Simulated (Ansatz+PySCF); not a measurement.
Values are calculated unless marked as measured or tabulated.
Input for PySCF 2.14.0:

```python
from pyscf import gto, scf, mp

# the (T+d) and (D+d) sets load through basis_set_exchange
mol = gto.M(atom="""
H 0.000480 -1.340630 0.000000
Cl 0.000000 0.203250 0.000000
H -0.000480 -2.114660 0.000000
""", basis={'Cl': 'cc-pv(t+d)z', 'H': 'cc-pvtz'}, charge=0, spin=1)
mf = scf.UHF(mol)
mf.kernel()
pt = mp.MP2(mf, frozen=5).run()
print(mf.e_tot, pt.e_corr, pt.e_tot)
```

The script is written out from the run's settings.

Output:

- Converged: yes
- Reference energy: -460.58588 hartree
- Correlation energy: -0.20774 hartree
- Total energy: -460.79362 hartree
- Spin squared of the determinant: 0.781
